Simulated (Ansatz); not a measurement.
# [SiH3]− (SMILES [SiH3-]): PBE-QIDH/cc-pVTZ

Aim: the vertical ionisation energy of [SiH3]− at PBE-QIDH/cc-pVTZ, from 2 runs. 

The calculation is run with Ansatz 0.2.0.

2 further runs of the same task are left out: 2 set aside as unsound or not needed.

## (1) The structure to begin with

[SiH3]− has 4 atoms, charge -1, and is taken as a singlet. SMILES: `[SiH3-]`. The coordinates come from a PBE0-D4/def2-TZVPD relaxation.

Bond lengths: Si1–H2 1.546 Å, Si1–H3 1.546 Å, Si1–H4 1.546 Å. Angles: H2–Si1–H3 94.1°, H2–Si1–H4 94.1°, H3–Si1–H4 94.1°.

## (2) The energy at PBE-QIDH/cc-pVTZ

Input file job.yaml:

```yaml
crystal:
  periodic: [false, false, false]
  atoms:
    - {symbol: Si, position_ang: [0.539700, -0.050700, -0.300900]}
    - {symbol: H, position_ang: [0.426600, 0.622300, 1.085900]}
    - {symbol: H, position_ang: [-0.298500, -1.283700, 0.106800]}
    - {symbol: H, position_ang: [-0.667800, 0.712200, -0.891800]}
basis:
  gaussian:
    orbitals: cc-pVTZ
accuracy: high
total_charge: -1
output: {orbitals: {seedname: orbitals}}
hamiltonian:
  xc: {name: PBE-QIDH}
correlation:
  frozen_orbitals: {H: 0, Si: 5}
```

On the command line:

```console
$ ansatz run job.yaml --threads 1 --pin off --max-ram 3480MiB --events-out events.jsonl --progress --plain --runs-dir runs
```

Log:

```text
Warning: RAYON_NUM_THREADS=1 ignored (pool sized by the plan → 1); use --threads N
Functional definition: PBE-QIDH
  name "PBE-QIDH"
  parameter a = 3^(-1/3)
  parameter c = 1/3
  exchange = (1 - a)*pbe_x + a*exact_x
  correlation = (1 - c)*pbe_c + c*(mp2_os + mp2_ss)
1276 factors; integrals over basis functions are off by at most 3.4e-9 eV
mean field evaluation 1: about -7918.4294 eV, gradient 7.2e0 eV
mean field evaluation 2: about -7918.4304 eV, gradient 7.2e0 eV
mean field evaluation 4: about -7918.7104 eV, gradient 7.6e-1 eV
mean field evaluation 8: about -7918.7135 eV, gradient 3.2e-3 eV
mean field evaluation 16: about -7918.7135 eV, gradient 2.9e-7 eV
mean field -7918.71352438 eV, -291.0073545243 hartree, gradient 4.7e-8 eV, S^2 0.000000; 0 other end points of the search recorded, 0 dependent functions left out
5 core orbitals not correlated: weight in the atoms' cores, before any rotation towards them, 1.000 or more for the frozen orbitals, at most 0.000 for the correlated occupied ones
reference -7918.71352517 eV, -291.0073545532 hartree; 4, 4 occupied and 67, 67 virtual orbitals, 1276 factors
second order -4.72803658 eV of doubles, -0.00000000 eV of singles
Total energy: -7920.28953736 eV, -291.0652719330 hartree
```

Wall time 3.3 s (1 thread of Arm Neoverse V2, shared host); peak memory 0.14 GiB.

## (3) Doublet neutral SiH3

Input file job.yaml:

```yaml
basis:
  gaussian: {orbitals: cc-pVTZ}
crystal:
  periodic: [false, false, false]
  atoms:
    - symbol: Si
      position_ang: [0.539700, -0.050700, -0.300900]
    - symbol: H
      position_ang: [0.426600, 0.622300, 1.085900]
    - symbol: H
      position_ang: [-0.298500, -1.283700, 0.106800]
    - symbol: H
      position_ang: [-0.667800, 0.712200, -0.891800]
magnetization: {spin_polarized: true, initial_magnetization: 1}
accuracy: high
correlation: {frozen_orbitals: {H: 0, Si: 5}}
output: {orbitals: {seedname: orbitals}}
hamiltonian: {xc: {name: PBE-QIDH}}
```

On the command line:

```console
$ ansatz run job.yaml --threads 1 --pin off --max-ram 3480MiB --events-out events.jsonl --progress --plain --runs-dir runs
```

Log:

```text
Warning: RAYON_NUM_THREADS=1 ignored (pool sized by the plan → 1); use --threads N
Functional definition: PBE-QIDH
  name "PBE-QIDH"
  parameter a = 3^(-1/3)
  parameter c = 1/3
  exchange = (1 - a)*pbe_x + a*exact_x
  correlation = (1 - c)*pbe_c + c*(mp2_os + mp2_ss)
1276 factors; integrals over basis functions are off by at most 3.4e-9 eV
mean field evaluation 1: about -7916.8426 eV, gradient 6.7e0 eV
mean field evaluation 2: about -7916.8429 eV, gradient 6.7e0 eV
mean field evaluation 4: about -7917.3361 eV, gradient 7.2e-1 eV
mean field evaluation 8: about -7917.3446 eV, gradient 2.2e-2 eV
mean field evaluation 16: about -7917.3446 eV, gradient 1.9e-5 eV
mean field -7917.34460987 eV, -290.9570478438 hartree, gradient 6.2e-8 eV, S^2 0.753288; 0 other end points of the search recorded, 0 dependent functions left out
5 core orbitals not correlated: weight in the atoms' cores, before any rotation towards them, 1.000 or more for the frozen orbitals, at most 0.000 for the correlated occupied ones
reference -7917.34461076 eV, -290.9570478766 hartree; 4, 3 occupied and 67, 68 virtual orbitals, 1276 factors
second order -3.72765634 eV of doubles, -0.00000000 eV of singles
Total energy: -7918.58716288 eV, -291.0027108246 hartree
```

It took 4.2 s on 1 thread of Arm Neoverse V2, shared host; peak memory 0.18 GiB.

## (4) Summary of results

Level: PBE-QIDH/cc-pVTZ, 5 core orbitals frozen.

| quantity | value |
| --- | --- |
| singlet [SiH3]−: total energy | -291.06527 Eh |
| singlet [SiH3]−: HOMO energy (SCF part's orbitals) | -1.00 eV |
| singlet [SiH3]−: LUMO energy (SCF part's orbitals) | 8.24 eV |
| singlet [SiH3]−: HOMO–LUMO gap (to an unbound level, set by the basis) | 9.24 eV |
| doublet neutral SiH3: total energy | -291.00271 Eh |
| doublet neutral SiH3: HOMO energy (SCF part's orbitals) (highest over α and β) | -9.60 eV |
| doublet neutral SiH3: LUMO energy (SCF part's orbitals) (lowest over α and β) | -1.72 eV |
| doublet neutral SiH3: ⟨S²⟩ | 0.753 |
| vertical detachment energy (to the doublet neutral) | 1.702 eV |

In words: The vertical ionisation energy comes to 1.70 eV (39 kcal/mol). The negative HOMO energy of the first species, 1.00 eV, lies 0.71 eV below that difference.
